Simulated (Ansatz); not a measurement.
**Cu, pressure series**

Consider Cu in the fcc (Cu type) structure (space group Fm-3m, No. 225).

```
Cu
1.0
    0.00000     1.78838     1.78838
    1.78838     0.00000     1.78838
    1.78838     1.78838     0.00000
Cu
1
Direct
  0.00000   0.00000   0.00000
```

Cell and atoms are relaxed at each pressure.

Calculations: plane-wave PAW DFT at the r2SCAN level (Ansatz, an electronic-structure program, 500 eV), without spin-orbit coupling.

```csv
P (GPa),V (Å³/atom)
-1.99,11.584
-0.99,11.510
0.90,11.378
2.10,11.298
4.49,11.149
8.98,10.897
15.00,10.604
22.50,10.293
29.98,10.027
```

**Question.** Fit a third-order Birch–Murnaghan equation of state.

**Answer.** Least squares on P(V) = (3B₀/2)[(V₀/V)^(7/3) − (V₀/V)^(5/3)]·[1 + (3/4)(B₀′ − 4)((V₀/V)^(2/3) − 1)] gives V₀ = 11.44 Å³/atom, B₀ = 164 GPa and B₀′ = 5.0.

Measured bulk modulus of Cu: 144.3 GPa (static lattice; corrected from measurement; as listed in Daniel Mejia-Rodriguez, S. B. Trickey, Phys. Rev. B (2018)); the computed value is 13 % above it.

Load acts through the strain it causes; cell and atoms are relaxed under it. No phonon test of stability was made. No other phases were tried under pressure. All final runs are without spin polarisation.
